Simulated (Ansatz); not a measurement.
Input file:

```yaml
crystal:
  periodic: [false, false, false]
  atoms:
    - {symbol: B, position_ang: [0.000000, 0.000000, 0.000000]}
    - {symbol: H, position_ang: [-0.015583, 0.861426, 0.849833]}
    - {symbol: H, position_ang: [-0.021323, -0.849967, 0.861171]}
    - {symbol: H, position_ang: [0.021323, 0.849967, -0.861171]}
    - {symbol: H, position_ang: [0.015583, -0.861426, -0.849833]}
basis:
  gaussian: {orbitals: aug-cc-pVDZ}
total_charge: 1
magnetization: {spin_polarized: false}
correlation: {method: ccsdtq, electrons: outside_noble_gas}
```

```sh
$ ansatz run in.yaml --threads 2 --pin off --events-out ev --progress --plain --max-ram 24576MiB --backend cuda --devices 0, --max-vram 18GiB
```

(1) Roughly how long does this take on 2 threads of AMD EPYC 7R13 with a shared H100 80 GB, shared host, and how much host memory?

```
985 factors; integrals over basis functions are off by at most 1.2e-7 eV
mean field evaluation 1: about -722.0797 eV, gradient 1.3e1 eV
mean field evaluation 2: about -722.0786 eV, gradient 1.3e1 eV
mean field evaluation 4: about -722.5915 eV, gradient 4.3e-1 eV
mean field evaluation 8: about -722.5923 eV, gradient 8.6e-6 eV
mean field -722.59233406 eV, -26.5547784860 hartree, gradient 8.6e-6 eV, S^2 0.000000; 0 other end points of the search recorded, 0 dependent functions left out
1 core orbitals not correlated: weight in the atoms' cores, before any rotation towards them, 1.000 or more for the frozen orbitals, at most 0.000 for the correlated occupied ones
reference -722.59233406 eV, -26.5547784860 hartree; 3, 3 occupied and 55, 55 virtual orbitals, 985 factors
second order -3.00049897 eV of doubles, -0.00000000 eV of singles
cycle   1  -3.51095127 eV  change   -5.1e-1 eV  update   5.5e-2
cycle   2  -3.80849842 eV  change   -3.0e-1 eV  update   2.4e-2
cycle   3  -3.80477394 eV  change    3.7e-3 eV  update   5.6e-3
cycle   4  -3.80895234 eV  change   -4.2e-3 eV  update   2.5e-3
cycle   5  -3.80990215 eV  change   -9.5e-4 eV  update   6.2e-4
cycle   6  -3.80917010 eV  change    7.3e-4 eV  update   2.3e-4
cycle   7  -3.80912431 eV  change    4.6e-5 eV  update   7.0e-5
cycle   8  -3.80919762 eV  change   -7.3e-5 eV  update   2.6e-5
cycle   9  -3.80919711 eV  change    5.1e-7 eV  update   1.0e-5
cycle  10  -3.80919028 eV  change    6.8e-6 eV  update   3.1e-6
cycle  11  -3.80919145 eV  change   -1.2e-6 eV  update   1.1e-6
cycle  12  -3.80919254 eV  change   -1.1e-6 eV  update   4.1e-7
cycle  13  -3.80919265 eV  change   -1.0e-7 eV  update   1.0e-7
Total energy: -726.40152671 eV, -26.6947637339 hartree
```

For the same geometry and basis full CI lies 0.1 meV lower.

Answers

(1) 11 s wall and 0.81 GiB.
